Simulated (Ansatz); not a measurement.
Start from `CCC(O)(O)F` and change one atom or group to get `NC(O)(O)F`.

Ansatz, PBE0-D4/def2-TZVP geometries, multiplicity 1. Each molecule was computed in one conformer, which needn't be the lowest.

```tsv
property	`CCC(O)(O)F`
LUMO energy (B3LYP/def2-TZVPP) / eV	0.35
size of the dipole moment (B3LYP/def2-TZVPP) / D	2.04
HOMO energy (PBE0/def2-TZVPP) / eV	-8.78
HOMO energy (PBE/def2-TZVPP) / eV	-6.99
size of the dipole moment (ωB97M-V/def2-TZVPP) / D	2.04
HOMO energy (ωB97M-V/def2-TZVPP) / eV	-11.26
```

What does the change do to each property? (Estimate.)

The calculation gave: 
```json
{"property": "LUMO energy (B3LYP/def2-TZVPP) / eV", "`NC(O)(O)F`": "0.52", "shift": "0.17"}
{"property": "size of the dipole moment (B3LYP/def2-TZVPP) / D", "`NC(O)(O)F`": "1.07", "shift": "-0.97"}
{"property": "HOMO energy (PBE0/def2-TZVPP) / eV", "`NC(O)(O)F`": "-8.28", "shift": "0.50"}
{"property": "HOMO energy (PBE/def2-TZVPP) / eV", "`NC(O)(O)F`": "-6.64", "shift": "0.35"}
{"property": "size of the dipole moment (ωB97M-V/def2-TZVPP) / D", "`NC(O)(O)F`": "1.05", "shift": "-0.99"}
{"property": "HOMO energy (ωB97M-V/def2-TZVPP) / eV", "`NC(O)(O)F`": "-10.75", "shift": "0.51"}
```

With PBE0 the HOMO rises by 0.50 eV and the LUMO rises by 0.18 eV, so the gap narrows by about 0.32 eV. PBE moves the HOMO by 0.35 eV and ωB97M-V by 0.51 eV. Dipoles are sizes alone; their direction can turn.

B3LYP here is the variant with VWN-RPA as its local correlation; programs differ in this.
